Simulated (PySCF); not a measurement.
## A barrier at the coupled-cluster level

Start structure (CH5BO, closed shell), relaxed at PBE0-D4/def2-TZVP:

```xyz
8
angstrom
B -0.4986 -0.4735 -0.3495
O -0.4513 -1.6368 0.3429
C 0.3631 0.7829 0.0092
H 0.9835 1.0669 -0.8480
H -1.2604 -0.4674 -1.2774
H 0.1670 -1.6126 1.0792
H -0.2889 1.6437 0.1932
H 1.0179 0.6600 0.8773
```

The step: CH₅BO ([CH3][BH][OH]) → CH₃B ([BH][CH2]) + H₂O (still joined by a long B–O bond); bonds formed: O2–H4; bonds broken: C3–H4; bonds weakened to dative contacts: B1–O2. Computed with PySCF 2.14 with density fitting (its default auxiliary sets; JK sets also for MP2 and CCSD(T)) (basis: def2-TZVPP and def2-QZVPP); correlated methods freeze the cores. Extrapolation: Hartree–Fock as exp(−7.88 √X), correlation as X^−2.97. Energies below are by CCSD(T) at an estimated basis limit (MP2 extrapolated from triple and quadruple zeta, plus CCSD(T) − MP2 in triple zeta).

**Question.** What are the electronic barrier and the energy of the step, from the start structure to the end structure? (Judge from chemistry; the value comes from the calculation.)

**Answer.** Computed: Barrier 341.4 kJ/mol; step energy 271.4 kJ/mol (uphill); reverse barrier, their difference, 70.0 kJ/mol. Barrier and step energy count from the start structure, the reverse barrier from the end structure.

The saddle point: One imaginary mode of 1469i cm⁻¹.
```json
{"pair": "O2–H4", "start (Å)": "3.28", "saddle (Å)": "1.18", "end (Å)": "0.97"}
{"pair": "B1–O2", "start (Å)": "1.35", "saddle (Å)": "1.57", "end (Å)": "1.62"}
{"pair": "C3–H4", "start (Å)": "1.10", "saddle (Å)": "1.58", "end (Å)": "2.48"}
```

Zero-point energy (harmonic, PBE0-D4): ZPE is 168.2 kJ/mol at the start and 152.2 kJ/mol at the saddle, so the barrier goes from 341.4 to 325.4 kJ/mol.

First-order rate constant out of the start structure at 498 K by transition-state theory, with harmonic vibrational free energies alone and no tunnelling: ΔA‡ = 328.7 kJ/mol, so k = (kB T/h) exp(−ΔA‡/kB T) ≈ 10^-21 s⁻¹ (an order of magnitude at best: rotation, the number of equivalent paths and anharmonicity are left out).

T1 diagnostic: at most 0.014.

Labels in which every atom is bracketed show which atoms are joined, not bond orders.

For scale, one of the runs: CCSD(T)/def2-TZVPP, 163 basis functions, launched by `OMP_NUM_THREADS=4 python run.py`. The run took 2.1 min on 4 CPU threads of an Arm Neoverse V2 (shared host), with 1.2 GiB of host memory at its peak.
